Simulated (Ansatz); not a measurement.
**AlSiH₃+ (doublet): wave-function methods side by side, cc-pVTZ**

How much of the correlation energy of AlSiH₃+ (doublet) does each wave-function method recover here?

The runs use Ansatz 0.2.0, Gaussian basis; cc-pVTZ, core rule «outside noble gas», up to 10 orbitals frozen.

To be run: UHF; CCSD(T) on ROHF; CCSD(T) on UHF; BCCD(T) on ROHF; CCSDT(Q) on ROHF; CCSDT(Q) on UHF; CASSCF and NEVPT2, 9 electrons in 11 orbitals.

3 further runs of the same task are left out: 1 for a known fault of the program, 2 set aside as unsound or not needed.

### 1 The system

The geometry is a PBE0/def2-TZVP stationary point (not a proven minimum) of the parent state, kept for this charge and spin.

5 atoms, charge 1, spin multiplicity 2.

Atoms are counted from 1 here; the program's logs count them from 0.

Bond lengths: Si1–Al2 2.589 Å, Si1–H3 1.498 Å, Si1–H4 1.498 Å, Si1–H5 1.498 Å. Angles: Al2–Si1–H3 112.9°, Al2–Si1–H4 112.9°, Al2–Si1–H5 112.9°, H3–Si1–H4 105.8°, H3–Si1–H5 105.8°, H4–Si1–H5 105.8°.

Geometry (Å):

```tsv
atom	x (Å)	y (Å)	z (Å)
Si1	-1.1719	0.0063	0.0220
Al2	1.4166	-0.0076	-0.0266
H3	-1.7486	1.3889	0.0076
H4	-1.7365	-0.6584	1.2401
H5	-1.7815	-0.7021	-1.1488
```

### 2 UHF

Contents of in.yaml:

```yaml
crystal:
  periodic: [false, false, false]
  atoms:
    - {symbol: Si, position_ang: [-1.171874, 0.006317, 0.021992]}
    - {symbol: Al, position_ang: [1.416563, -0.007636, -0.026584]}
    - {symbol: H, position_ang: [-1.748562, 1.388936, 0.007564]}
    - {symbol: H, position_ang: [-1.736469, -0.658410, 1.240098]}
    - {symbol: H, position_ang: [-1.781536, -0.702136, -1.148828]}
basis:
  gaussian: {orbitals: cc-pVTZ}
total_charge: 1
magnetization: {spin_polarized: true, initial_magnetization: 1}
hamiltonian: {xc: hf}
output: {orbitals: {seedname: orbitals}}
```

On the command line:

```bash
$ ansatz run in.yaml --threads 1 --pin off --events-out ev --progress --plain --max-ram 2560MiB --backend cpu
```

After this run come: CCSD(T) on ROHF; CCSD(T) on UHF; BCCD(T) on ROHF; CCSDT(Q) on ROHF; CCSDT(Q) on UHF; CASSCF and NEVPT2, 9 electrons in 11 orbitals.

Before running them: what should the planned runs give, taken together? Wanted: UCCSDT(Q) below the RHF energy; RMP2 from UCCSDT(Q); UMP2 from UCCSDT(Q); RCCSD from UCCSDT(Q); RCCSD(T) from UCCSDT(Q); UCCSD(T) from UCCSDT(Q); RCCSDT(Q) from UCCSDT(Q); NEVPT2 valence from UCCSDT(Q); T1 diagnostic.

**Answer**, as computed:

| quantity | value |
| --- | --- |
| UCCSDT(Q) below the RHF energy | -5.5062 eV |
| RMP2 from UCCSDT(Q) | +114.5 kJ/mol |
| UMP2 from UCCSDT(Q) | +115.2 kJ/mol |
| RCCSD from UCCSDT(Q) | +20.0 kJ/mol |
| RCCSD(T) from UCCSDT(Q) | +3.8 kJ/mol |
| UCCSD(T) from UCCSDT(Q) | +3.8 kJ/mol |
| RCCSDT(Q) from UCCSDT(Q) | +0.1 kJ/mol |
| NEVPT2 valence from UCCSDT(Q) | +97.3 kJ/mol |
| levels within 1 kcal/mol (43 meV) | RCCSD(T), UCCSD(T), BCCD(T), RCCSDT, UCCSDT, RCCSDT(Q) |
| T1 diagnostic | 0.033 |
| effectively unpaired electrons | 1.05 |

What this shows: RCCSD(T) lands +3.8 kJ/mol from the yardstick (0.7 % of the correlation energy). One determinant dominates. These misses are within one basis, not against nature; the frozen cores of restricted and unrestricted runs differ, which can shift their rows.
